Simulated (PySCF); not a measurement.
# sulfuryl chloride fluoride (SMILES S(=O)(=O)(F)Cl)

Molfile (atoms numbered from 1):
```
ClFO2S
     RDKit          3D

  5  4  0  0  0  0  0  0  0  0999 V2000
    0.0023   -1.1200   -1.0658 O   0  0  0  0  0  0  0  0  0  0  0  0
   -0.0355   -0.2129    0.0393 S   0  0  0  0  0  6  0  0  0  0  0  0
   -0.0336   -0.6134    1.4122 O   0  0  0  0  0  0  0  0  0  0  0  0
   -1.2970    0.7266   -0.1706 F   0  0  0  0  0  0  0  0  0  0  0  0
    1.3772    1.2234   -0.2323 Cl  0  0  0  0  0  0  0  0  0  0  0  0
  1  2  2  0
  2  3  2  0
  2  4  1  0
  2  5  1  0
M  END
```

Method used: PySCF, GIAO B3LYP/pcSseg-0 magnetisability, rotational g tensor and spin-rotation constants, non-relativistic, gas phase. Geometry: PBE0-D3(BJ)/def2-SVP.

Task: What are the magnetisability and the molar susceptibility?

Result: Isotropic -757 × 10⁻³⁰ J/T², or -45.6 × 10⁻⁶ cm³/mol; principal values -882, -699, -691 × 10⁻³⁰ J/T², anisotropy 187 × 10⁻³⁰ J/T² (root of half the summed squared differences of the principal values). The susceptibility is in cgs units.

Task: Split it along the inertial axes a, b, c into diamagnetic and paramagnetic parts about the centre of mass, with the quadrupole moment.

Result: 
```
axis  χ (10⁻⁶ cm³/mol)  diamagnetic (10⁻⁶ cm³/mol)  paramagnetic (10⁻⁶ cm³/mol)  summed x² of all electrons (Å²)  quadrupole Θ (D Å)
   a             -53.1                      -293.9                        240.9                             71.6               +2.89
   b             -41.6                      -453.2                        411.5                             34.1               +1.09
   c             -42.1                      -448.5                        406.4                             35.2               -3.98
```
Anisotropies 2χaa − χbb − χcc = -22.4 and 2χbb − χaa − χcc = +11.9 × 10⁻⁶ cm³/mol. Θ is traceless in Buckingham's convention.

Task: And the rotational g tensor?

Result: 
| axis | rotational constant (GHz) | g | nuclear part | electronic part |
| --- | --- | --- | --- | --- |
| a | 4.8815 | -0.0583 | 0.4941 | -0.5524 |
| b | 2.8064 | -0.0472 | 0.4954 | -0.5426 |
| c | 2.7880 | -0.0424 | 0.4899 | -0.5323 |

Asymmetric top; isotopes 35Cl, 19F, 16O, 32S; no vibrational averaging.
